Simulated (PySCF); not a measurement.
# How the method changes the constants of NH⁻

State: ²Π (doublet), unpaired electrons π ↑. Set-up: basis H def2-TZVPPD, N def2-TZVPPD; no relativity; PySCF 2.14. De refers to H⁻ + N in their high-spin ground configurations, without counterpoise correction. The functionals are run spin-unrestricted. A positive dipole points towards N; it is taken about the centre of mass and depends on that origin.

```
      Level  Re (Å)  ωe (cm⁻¹)  De (eV)  μ (D)  CPU s a point (SCF and correlation, without the integrals)
   UHF-CCSD   1.035       3249      n/a    n/a                                                         n/a
UHF-CCSD(T)   1.038       3216      n/a    n/a                                                         2.3
        LDA   1.046       3175      n/a  -0.61                                                        0.21
     r²SCAN   1.037       3218      n/a  -0.68                                                        0.49
      M06-L   1.035       3268      n/a  -0.60                                                        0.47
```

The bond length runs from 1.035 Å (UHF-CCSD) to 1.046 Å (LDA).

Correlated steps freeze 1 core orbital. The highest Kohn–Sham level is positive in this anion. Much of that is self-interaction error, but it also means that the finite basis helps to hold the extra electron. The state was picked by a PBE0 search and need not be the measured ground state.

The whole job (state search and all levels along the bond) took about 1.3 min on 1 thread of Intel Xeon Platinum 8488C (shared host), peak memory 0.8 GiB.
